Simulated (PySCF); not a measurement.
# Isomers of C5H10O: computed energies against enthalpies of formation

**What was measured.**

From CRC Handbook of Chemistry and Physics, for the gas at 298.15 K: enthalpy of formation of `CCCC(C)=O` (methyl propyl ketone) -258.8 kJ/mol; enthalpy of formation of `CCC(=O)CC` (3-pentanone) -257.9 kJ/mol; enthalpy of formation of `CCCCC=O` (pentanal) -228.4 kJ/mol; enthalpy of formation of `C1CCOCC1` -223.4 kJ/mol.

The runs below try to reproduce these values; the comparison stands at the end.

Differences of these values give the isomerisation enthalpies. Geometries: PBE0-D3(BJ)/def2-SVP; runs in PySCF, gas phase, with a dispersion term only where the level names one. Total electronic energies (Eh):

```csv
SMILES,PBE0-D3(BJ)/def2-SVP
CCCC(C)=O,-271.27255
CCC(=O)CC,-271.27419
CCCCC=O,-271.26141
C1CCOCC1,-271.26682
```

Geometry of `CCCC(C)=O` (Å):
```
atom  x, y, z in Å
C1    -2.3953    0.2757    0.5882
C2    -1.2528   -0.4270   -0.1254
C3     0.0986    0.2083    0.1445
C4     1.2541   -0.4891   -0.5424
C5     2.6227    0.1179   -0.3449
O6     1.0897   -1.4823   -1.2097
H7    -2.4733    1.3322    0.2837
H8    -3.3609   -0.2038    0.3683
H9    -2.2594    0.2593    1.6819
H10   -1.4286   -0.4379   -1.2133
H11   -1.2098   -1.4882    0.1677
H12    0.3175    0.2314    1.2289
H13    0.1097    1.2710   -0.1618
H14    2.8815    0.1406    0.7257
H15    3.3703   -0.4689   -0.8927
H16    2.6361    1.1609   -0.6987
```

Geometry of `CCC(=O)CC` (Å):
```
atom  x, y, z in Å
C1     2.495    0.071   -0.001
C2     1.159    0.052   -0.717
C3    -0.032    0.105    0.218
O4     0.094    0.342    1.396
C5    -1.389   -0.156   -0.403
C6    -2.549    0.163    0.517
H7     2.613   -0.817    0.637
H8     3.329    0.095   -0.716
H9     2.569    0.950    0.655
H10    1.062    0.919   -1.398
H11    1.053   -0.831   -1.372
H12   -1.397   -1.222   -0.697
H13   -1.451    0.398   -1.357
H14   -3.510   -0.105    0.054
H15   -2.573    1.235    0.764
H16   -2.451   -0.382    1.466
```

Geometry of `CCCCC=O` (Å):
```
atom  x, y, z in Å
C1    -2.380    0.280   -0.206
C2    -1.125   -0.301    0.425
C3     0.156    0.197   -0.227
C4     1.414   -0.381    0.390
C5     2.691    0.128   -0.215
O6     2.752    0.941   -1.098
H7    -2.388    1.380   -0.137
H8    -3.292   -0.092    0.284
H9    -2.446    0.019   -1.275
H10   -1.105   -0.058    1.502
H11   -1.159   -1.404    0.371
H12    0.146   -0.037   -1.306
H13    0.203    1.298   -0.174
H14    1.469   -0.174    1.477
H15    1.436   -1.486    0.323
H16    3.627   -0.310    0.223
```

Geometry of `C1CCOCC1` (Å):
```
atom  x, y, z in Å
C1     0.6736   -1.0066    0.2934
C2     1.3316    0.3166   -0.0857
C3     0.3735    1.4711    0.1667
O4    -0.8443    1.2956   -0.5078
C5    -1.5174    0.1288   -0.1116
C6    -0.6922   -1.1219   -0.3771
H7     0.5441   -1.0467    1.3907
H8     1.3177   -1.8587    0.0239
H9     2.2661    0.4738    0.4773
H10    1.5961    0.3069   -1.1572
H11    0.1921    1.5705    1.2594
H12    0.7951    2.4248   -0.1848
H13   -1.7690    0.1847    0.9701
H14   -2.4657    0.1070   -0.6693
H15   -1.2374   -2.0112   -0.0207
H16   -0.5636   -1.2348   -1.4673
```

Zero-point and thermal terms are left out, so the computed numbers are electronic energies.

**Comparison with experiment**

Relative to `CCCC(C)=O`, the lowest by measurement, in kJ/mol (measured: enthalpies at 298.15 K; computed: electronic energies):

```
   SMILES  measured  PBE0-D3(BJ)/def2-SVP
CCCC(C)=O       0.0                   0.0
CCC(=O)CC       0.9                  -4.3
  CCCCC=O      30.4                  29.3
 C1CCOCC1      35.4                  15.1
```

Measured values: -258.8 kJ/mol (298.15 K; CRC Handbook of Chemistry and Physics) for the first row; the others come from the same table. Mean unsigned miss over the other isomers: PBE0-D3(BJ)/def2-SVP 8.9 kJ/mol. PBE0-D3(BJ)/def2-SVP puts another isomer lowest. The two lowest measured values lie only 0.9 kJ/mol apart, so their order may not be settled by the table. One conformer stands for `CCCC(C)=O`, `CCC(=O)CC` and `CCCCC=O`, not necessarily the lowest, while the measurement averages over conformers. Where a level misses, the cause wasn't examined.
